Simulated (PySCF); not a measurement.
**NaO from Hartree–Fock to correlated methods**

State: ²Π (doublet), unpaired electrons π ↑. Set-up: PySCF, no relativity, basis sets Na aug-cc-pVDZ, O aug-cc-pVDZ. De refers to Na + O in their high-spin ground configurations, without counterpoise correction. The functionals are run spin-unrestricted. A positive dipole means Na(−)O(+).

```json
{"Level": "UHF", "Re (Å)": "2.057", "ωe (cm⁻¹)": "511", "De (eV)": "0.89", "μ (D)": "-8.80"}
{"Level": "UHF-MP2", "Re (Å)": "2.064", "ωe (cm⁻¹)": "479", "De (eV)": "2.59", "μ (D)": "n/a"}
{"Level": "UHF-SCS-MP2", "Re (Å)": "2.062", "ωe (cm⁻¹)": "480", "De (eV)": "2.54", "μ (D)": "n/a"}
{"Level": "UHF-CCSD", "Re (Å)": "2.058", "ωe (cm⁻¹)": "482", "De (eV)": "2.43", "μ (D)": "n/a"}
{"Level": "UHF-CCSD(T)", "Re (Å)": "2.064", "ωe (cm⁻¹)": "474", "De (eV)": "2.52", "μ (D)": "n/a"}
{"Level": "PBE", "Re (Å)": "2.082", "ωe (cm⁻¹)": "464", "De (eV)": "2.88", "μ (D)": "-7.60"}
{"Level": "r²SCAN", "Re (Å)": "2.068", "ωe (cm⁻¹)": "484", "De (eV)": "2.79", "μ (D)": "-8.13"}
{"Level": "r²SCANh", "Re (Å)": "2.062", "ωe (cm⁻¹)": "491", "De (eV)": "2.68", "μ (D)": "-8.25"}
{"Level": "PBE0", "Re (Å)": "2.060", "ωe (cm⁻¹)": "490", "De (eV)": "2.57", "μ (D)": "-8.15"}
{"Level": "MN15", "Re (Å)": "2.050", "ωe (cm⁻¹)": "494", "De (eV)": "2.84", "μ (D)": "-8.48"}
{"Level": "BHandHLYP", "Re (Å)": "2.044", "ωe (cm⁻¹)": "511", "De (eV)": "2.36", "μ (D)": "-8.37"}
{"Level": "ωB97X", "Re (Å)": "2.065", "ωe (cm⁻¹)": "488", "De (eV)": "2.95", "μ (D)": "-8.58"}
```

The bond length runs from 2.044 Å (BHandHLYP) to 2.082 Å (PBE). De spans 0.89 eV (UHF, mean field) to 2.95 eV (ωB97X, range-separated hybrid). Correlation at CCSD(T) changes the Hartree–Fock bond energy by +1.63 eV; the triples alone change it by +0.09 eV.

Correlated steps freeze 2 core orbitals. Correlated levels converge slowly with the basis: in double zeta they bind strong bonds too weakly, by up to about 1 eV, and carry superposition errors of some tenths. The state was picked by a PBE0 search and need not be the measured ground state.
